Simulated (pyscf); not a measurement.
Structures and frequencies: ωB97X-D3(BJ)/def2-SVP in PySCF. MP2 and CC: frozen core, UHF for open shells. ΔMP2 is the change of the MP2 total energy from the triple- to the quadruple-zeta basis.

`[OH][GeH2]` [doublet] + `[ClH]` → `[Cl][GeH2]` [doublet] + `[OH2]`
Surface: doublet. Broken: Ge–O, Cl–H. Formed: Cl–Ge, H–O. Give ΔE‡ and ΔE from CCSD(T)/def2-TZVPP + ΔMP2(QZVPP), relative to the separated reactants.

ΔE‡ = 5.6 kcal/mol, ΔE = -12.2 kcal/mol. Zero-point energy shifts the barrier by +0.7 kcal/mol. It is a four-centre exchange, with an imaginary mode of 724i cm⁻¹. On the reactant side the descent ends in a complex, 6.3 kcal/mol under the separated species and 8.3 kcal/mol under the saddle at ωB97X-D3(BJ)/def2-TZVP. On the product side the descent ends in a complex, 4.1 kcal/mol under the separated species and 19.7 kcal/mol under the saddle at ωB97X-D3(BJ)/def2-TZVP. At ωB97X-D3(BJ) the barrier from the zero used here is 2.1 kcal/mol. One saddle was located; it need not be the lowest between these sides. The CCSD(T) − MP2 part came from Ansatz, without density fitting, on the same reference. The frozen core leaves the outer d or s,p core shells of the metals and heavy elements correlated in the MP2 and CC values, and def2-TZVPP describes them poorly, which can shift differences by a few kcal/mol. Elements up to Kr have no core potential and no relativistic terms here.
